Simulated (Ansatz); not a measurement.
A structure relaxed at PBE-D4/def2-TZVP in Ansatz, charge 0, singlet:

```
atom   x (Å)   y (Å)   z (Å)
 Na1  -1.105  -0.613   1.480
 Na2   1.091   0.903  -1.334
  O3   0.014  -0.291  -0.146
```

Problem. Give its formula and point group.

Solution. Na₂O. Point group C2v (tolerance 0.1 Å).

Problem. Summarise the bond lengths by kind (pairs closer than 1.2 times the sum of covalent radii, bridged metal pairs left out).

Solution. 2 × Na–O 2.00 Å.

The structure comes from a short search, and lower isomers may exist.
